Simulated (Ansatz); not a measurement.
# BH₄ (doublet): the correlation ladder, def2-QZVPP

One table from this session's results is given with a row withheld; the runs are named, their logs left out.

Program: Ansatz 0.2.0, Gaussian basis. Level of theory: def2-QZVPP, core rule «outside noble gas», up to 1 orbitals frozen. These are calculated values, not measurements.

To be run: UHF; ROHF; CCSD(T) on UHF.

2 further runs of the same task are left out: 2 set aside as unsound or not needed. Runs told in other sessions of the task aren't counted.

## The system

The geometry is a PBE0/def2-TZVP stationary point (not a proven minimum).

5 atoms, charge 0, spin multiplicity 2.

Atoms are counted from 1 here; the program's logs count them from 0.

Bond lengths: B1–H2 1.220 Å, B1–H3 1.220 Å, B1–H4 1.220 Å, B1–H5 1.220 Å. Angles: H2–B1–H3 96.8°, H2–B1–H4 96.8°, H2–B1–H5 139.9°, H3–B1–H4 139.9°, H3–B1–H5 96.8°, H4–B1–H5 96.8°.

As a file:

```xyz
5

B     0.0000    0.0000    0.0000
H     0.4147    0.8125    0.8107
H    -0.4243   -0.8077    0.8105
H    -0.4128    0.8086   -0.8154
H     0.4225   -0.8134   -0.8057
```

Set-up of the first run:

File in.yaml:

```yaml
crystal:
  periodic: [false, false, false]
  atoms:
    - {symbol: B, position_ang: [0.000000, 0.000000, 0.000000]}
    - {symbol: H, position_ang: [0.414685, 0.812495, 0.810653]}
    - {symbol: H, position_ang: [-0.424327, -0.807694, 0.810461]}
    - {symbol: H, position_ang: [-0.412812, 0.808646, -0.815443]}
    - {symbol: H, position_ang: [0.422454, -0.813448, -0.805671]}
basis:
  gaussian: {orbitals: "def2-QZVPP.json"}
magnetization: {spin_polarized: true, initial_magnetization: 1}
hamiltonian: {xc: hf}
output: {orbitals: {seedname: orbitals}}
```

Launch:

```console
ansatz run in.yaml --threads 1 --pin off --events-out ev --progress --plain --max-ram 2393MiB
```

Steps of the session up to this table: UHF; ROHF; CCSD(T) on UHF.

One table of the session follows, with a row left open; its other results are not shown here.

| method | from UCCSD(T) (meV) |
| --- | --- |
| ROHF | +5000.6 |
| UHF | ? |
| UMP2 | +791.5 |
| UCCSD | +145.6 |
| UCCSD(T) | 0 |

**Question.** Estimate the row for UHF.

As computed: from UCCSD(T) (meV): +4836.8. In the column «from UCCSD(T) (meV)» it lies between UMP2 (+791.5) and ROHF (+5000.6).
